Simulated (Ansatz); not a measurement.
in.yaml

```yaml
crystal:
  periodic: [false, false, false]
  atoms:
    - {symbol: C, position_ang: [0.061094, 0.108995, -0.000347]}
    - {symbol: H, position_ang: [1.154246, 0.122892, -0.000580]}
    - {symbol: H, position_ang: [-0.497518, 1.048738, -0.003149]}
    - {symbol: H, position_ang: [-1.384731, -2.470419, 0.007865]}
basis:
  gaussian: {orbitals: cc-pVDZ}
total_charge: 1
correlation: {method: fci, electrons: outside_noble_gas}
```

```sh
$ ansatz run in.yaml --threads 1 --pin off --events-out ev --progress --plain --max-ram 2393MiB
```

Output:

```
488 factors; integrals over basis functions are off by at most 1.8e-7 eV
mean field evaluation 1: about -1057.8867 eV, gradient 2.1e1 eV
mean field evaluation 2: about -1057.8861 eV, gradient 2.1e1 eV
mean field evaluation 4: about -1060.2885 eV, gradient 2.1e0 eV
mean field evaluation 8: about -1060.3354 eV, gradient 1.1e-1 eV
mean field -1060.33549485 eV, -38.9666107144 hartree, gradient 9.2e-7 eV, S^2 0.000000; 0 other end points of the search recorded, 0 dependent functions left out; unrestricted orbitals would lower it
mean field evaluation 16: about -1062.7261 eV, gradient 3.0e0 eV
unrestricted determinant -1063.07910774 eV, -39.0674366285 hartree, S^2 0.9751
1 core orbitals not correlated: weight in the atoms' cores, before any rotation towards them, 1.000 or more for the frozen orbitals, at most 0.000 for the correlated occupied ones
reference -1060.33549485 eV, -38.9666107144 hartree; 3, 3 occupied and 25, 25 virtual orbitals, 488 factors
state -1065.90075798 eV, -39.1711303623 hartree
Total energy: -1065.90075798 eV, -39.1711303623 hartree
```

Ran on 1 thread of Intel Xeon Platinum 8488C, shared host: 8 s wall, 0.32 GiB peak host memory.
